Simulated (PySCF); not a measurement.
## Simulated absorption spectrum

Compound: 1-chloro-3-methoxypropane, C4H9ClO.
Numbering: `[CH3:1][O:2][CH2:3][CH2:4][CH2:5][Cl:6]` (hydrogens: H7, H8, H9 on C1; H10, H11 on C3; H12, H13 on C4; H14, H15 on C5)

Method: TDDFT B3LYP/def2-SVPD, vertical, gas phase, core orbitals frozen in the response (PySCF 2.14.0, density-fitted response routines). One conformer (not necessarily the lowest) at the GFN2-xTB geometry, without solvent, vibrations or thermal averaging. Torsions of this conformer, `[CH3:1][O:2][CH2:3][CH2:4][CH2:5][Cl:6]`: C1–O2–C3–C4 177°, O2–C3–C4–C5 -66°, C3–C4–C5–Cl6 -69°.

Broadening: Gaussians 0.5 eV wide at half height, area fixed by f = 4.319×10⁻⁹ ∫ε dν̃. The width is an assumption, not a result. The curve ends short of the highest state used, and states not computed would add to its high-energy end.

| E (eV) | ε (L mol⁻¹ cm⁻¹) |
| --- | --- |
| 6.06 | 2 |
| 6.08 | 3 |
| 6.10 | 4 |
| 6.12 | 6 |
| 6.14 | 8 |
| 6.16 | 11 |
| 6.18 | 14 |
| 6.21 | 21 |
| 6.23 | 27 |
| 6.25 | 35 |
| 6.27 | 45 |
| 6.29 | 58 |
| 6.31 | 72 |
| 6.33 | 90 |
| 6.35 | 111 |
| 6.37 | 136 |
| 6.39 | 165 |
| 6.41 | 198 |
| 6.43 | 236 |
| 6.45 | 279 |
| 6.47 | 326 |
| 6.49 | 379 |
| 6.51 | 436 |
| 6.53 | 497 |
| 6.55 | 561 |
| 6.57 | 629 |
| 6.59 | 699 |
| 6.61 | 769 |
| 6.63 | 840 |
| 6.65 | 909 |
| 6.67 | 975 |
| 6.69 | 1037 |
| 6.71 | 1094 |
| 6.73 | 1145 |
| 6.75 | 1188 |
| 6.77 | 1222 |
| 6.79 | 1248 |
| 6.81 | 1264 |
| 6.83 | 1271 |
| 6.85 | 1269 |
| 6.87 | 1259 |
| 6.89 | 1241 |
| 6.91 | 1216 |
| 6.93 | 1186 |
| 6.95 | 1153 |
| 6.97 | 1117 |
| 6.99 | 1080 |
| 7.01 | 1045 |
| 7.03 | 1012 |
| 7.05 | 982 |
| 7.07 | 958 |
| 7.09 | 940 |
| 7.11 | 930 |
| 7.13 | 927 |
| 7.15 | 932 |
| 7.17 | 946 |

(1) Where are the band maxima, and which computed states make them?

(2) Coming from long wavelengths, where does ε first pass 100 L mol⁻¹ cm⁻¹?

(3) On this curve, what absorbance would a 10⁻⁵ mol/L sample give at 193 nm over a 1 cm path?

Answers

(1) 181 nm (6.84 eV), ε about 1300, made up of S1 (94%) (ε in L mol⁻¹ cm⁻¹; maxima over ε = 5, shares over 10%). At its high-energy end, 7.17 eV, the curve is still rising (ε about 950, from S1, S3 and S4). The states used: S1 6.81 eV (f 0.022); S2 7.00 eV (f 0.0010); S3 7.34 eV (f 0.0043); S4 7.36 eV (f 0.0084); S5 7.43 eV (f 0.0008); S6 7.64 eV (f 0.017); S7 7.76 eV (f 0.014); S8 7.77 eV (f 0.021).

(2) At about 196 nm (6.34 eV), 0.47 eV below S1.

(3) 193 nm is 6.424 eV, where ε is about 220 L mol⁻¹ cm⁻¹, so A = ε c l ≈ 0.0022 (Beer–Lambert, with the gas-phase spectrum and the assumed width).

Time: 29 s wall. Hardware: one thread, Arm Neoverse V2, no GPU, shared host.
